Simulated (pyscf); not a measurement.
PySCF, gas phase, ωB97X-D3(BJ)/def2-SVP geometries.

Task: Estimate the classical barrier height and the reaction energy of HO–Sn(OH)(OH)–OH -> O=Sn(OH)–OH + water (H₂O) at ωB97X-D3(BJ)/def2-TZVP. The step runs on the singlet surface, breaks H–O, O–Sn and forms H–O; take the reactant's lowest minimum found as zero.

Result: ΔE‡ = 45.2 kcal/mol, ΔE = +63.9 kcal/mol. ωB97M-D3(BJ)/def2-TZVP gives 44.2 kcal/mol and +61.5 kcal/mol. Zero-point energy shifts the barrier by -1.0 kcal/mol. It is an elimination, with an imaginary mode of 706i cm⁻¹. On the product side the descent ends in an adduct with a O–Sn contact, 20.8 kcal/mol under the separated species and 2.1 kcal/mol under the saddle at ωB97X-D3(BJ)/def2-TZVP. At ωB97X-D3(BJ) the saddle lies under the separated products, which points to a path from their complex (located at ωB97X-D3(BJ) alone), and parting the products costs more than the saddle. What is counted as broken (O–Sn) persists as a longer contact in the product adduct; parting that adduct is a step of its own. This is the saddle that the search found; another between the same sides may lie lower. Elements past Kr carry the def2 core potentials, without spin-orbit coupling.
